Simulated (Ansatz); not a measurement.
CsCl-type TlCl, treated with revPBE (PAW; Ansatz, a first-principles code).

Settings: plane-wave cutoff 520 eV, 10×10×10 k mesh, Fermi–Dirac smearing 0.01 eV, scalar-relativistic PAW data made under PBE.

Pressure at four volumes; x = ln(V/32.069 Å³). One pressure is withheld.

| V (Å³/atom) | x | P (GPa) |
|---|---|---|
| 30.145 | -0.0619 | 1.177 |
| 32.069 | 0.0000 | 0.001 |
| 33.352 | 0.0392 | -0.573 |
| 33.993 | 0.0583 | ? |

Problem. Pass a parabola P(x) through the three rows shown, estimate the bulk modulus and its pressure derivative near zero pressure, and predict the withheld pressure.

Solution. Slopes between the rows: (0.001 − (1.177))/(0.0000 − (-0.0619)) = -19.00 and (-0.573 − (0.001))/(0.0392 − (0.0000)) = -14.64 GPa. Their difference over the span 0.1011 is c = 4.36/0.1011 = 43.1 GPa, so P(x) = 1.177 + (-19.00)(x − (-0.0619)) + 43.1 (x − (-0.0619))(x − (0.0000)). At the middle row B = −dP/dx = −[-19.00 + 43.1 × 0.0619] = 16.3 GPa, and B′ = dB/dP = 2c/B = 5.3. At x = 0.0583 the parabola gives -0.805 GPa; the run gives -0.811 GPa. The Birch–Murnaghan fit to the energies at all volumes has B0 = 16.2 GPa and B′ = 5.2.

Note: the cell is over a tenth larger than the published one: the level's own overestimate first of all, though another phase or state, or a fault of the published cell, is possible.

Spin–orbit coupling is not included; it can shift volumes and moduli of such heavy elements.
